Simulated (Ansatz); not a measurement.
The input, for Ansatz 0.2.0:

```yaml
crystal:
  periodic: [false, false, false]
  atoms:
    - {symbol: B, position_ang: [0.000000, 0.000000, 0.000000]}
    - {symbol: Cl, position_ang: [0.000000, 0.000000, 1.696600]}
basis:
  gaussian: {orbitals: 6-31G}
total_charge: 1
magnetization: {spin_polarized: true, initial_magnetization: 1}
hamiltonian: {xc: {name: PBE}}
output: {orbitals: {seedname: orbitals}}
```

```sh
$ ansatz run in.yaml --threads 1 --pin off --events-out ev --progress --plain --max-ram 2393MiB
```

Roughly how long does this take on 1 thread of Arm Neoverse V2, shared host, and how much host memory?

0.33 s wall and 0.15 GiB.

```
266 factors; integrals over basis functions are off by at most 1.6e-4 eV
mean field evaluation 1: about -13174.4804 eV, gradient 2.6e1 eV
mean field evaluation 2: about -13084.2069 eV, gradient 1.2e2 eV
mean field evaluation 4: about -13179.4070 eV, gradient 3.4e0 eV
mean field evaluation 8: about -13179.4846 eV, gradient 2.4e-2 eV
mean field -13179.48461348 eV, -484.3371261699 hartree, gradient 3.4e-5 eV, S^2 0.763246; 0 other end points of the search recorded, 0 dependent functions left out
reference -13179.48463151 eV, -484.3371268324 hartree; 11, 10 occupied and 11, 12 virtual orbitals, 266 factors
Total energy: -13179.48463151 eV, -484.3371268324 hartree
```
